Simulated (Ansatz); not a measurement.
Geometry optimisation, UKS PBE-D4/def2-SVP in Ansatz 0.2.0.

Input:

```yaml
crystal:
  periodic: [false, false, false]
  atoms:
    - { symbol: H, position_ang: [-0.5851, -0.3519, -0.1821] }
    - { symbol: O, position_ang: [0.2413, -1.1281, 0.4025] }
    - { symbol: C, position_ang: [1.3719, -0.4732, 0.8008] }
    - { symbol: C, position_ang: [-1.4435, 0.5191, -0.8479] }
    - { symbol: F, position_ang: [-0.8336, 1.7193, -0.8188] }
    - { symbol: H, position_ang: [1.1804, 0.279, 1.58] }
    - { symbol: H, position_ang: [2.0296, -1.2413, 1.2308] }
    - { symbol: H, position_ang: [1.9142, -0.0093, -0.0356] }
    - { symbol: H, position_ang: [-1.5177, 0.1501, -1.864] }
    - { symbol: H, position_ang: [-2.3576, 0.5364, -0.2658] }
magnetization:
  spin_polarized: true
  initial_magnetization: 1
basis:
  gaussian: { orbitals: def2-SVP }
hamiltonian:
  xc: pbe
  dispersion: d4
relax:
  f_tol: 0.15
  max_steps: 25
  restrain:
    - { distance: [0, 3], at: 1.07, k: 30.0 }
    - { distance: [1, 0], at: 2.27, k: 30.0 }
```

Command:

```bash
$ ansatz run input.yaml --threads 2 --pin off --max-ram 3072MiB --backend cpu --events-out ev --progress --plain --runs-dir out
```

Question: Where does it end, and by what steps?

Answer: It converged. The restraints hold the end off the free minimum. After 10 steps the energy has fallen by 0.274 eV (the restraints' own energy left out); H1 moved furthest, 0.70 Å. Joined: H1–C4.

| step | energy less start (eV) | largest force component (eV/Å) | accepted |
| --- | --- | --- | --- |
| 0 | 0.0000 | 1.457 | yes |
| 1 | -0.1172 | 1.135 | yes |
| 2 | 0.1808 | 3.185 | yes |
| 3 | -0.0093 | 1.186 | yes |
| 4 | -0.1971 | 0.417 | yes |
| 5 | -0.2345 | 0.426 | yes |
| 6 | -0.2614 | 0.612 | yes |
| 7 | -0.2666 | 0.805 | yes |
| 8 | -0.2706 | 0.558 | yes |
| 9 | -0.2718 | 0.644 | yes |
| 10 | -0.2744 | 0.625 | yes |

```xyz
10
Properties=species:S:1:pos:R:3
H -1.156 -0.517 -0.551
O 0.471 -1.428 0.742
C 1.419 -0.475 0.836
C -1.469 0.479 -0.872
F -0.493 1.400 -0.531
H 1.189 0.329 1.586
H 2.330 -0.989 1.270
H 1.755 -0.020 -0.132
H -1.618 0.479 -1.974
H -2.428 0.744 -0.375
```

Time of the run: 28 s on 2 threads of Arm Neoverse V2, on a shared host, peak memory 0.17 GiB.
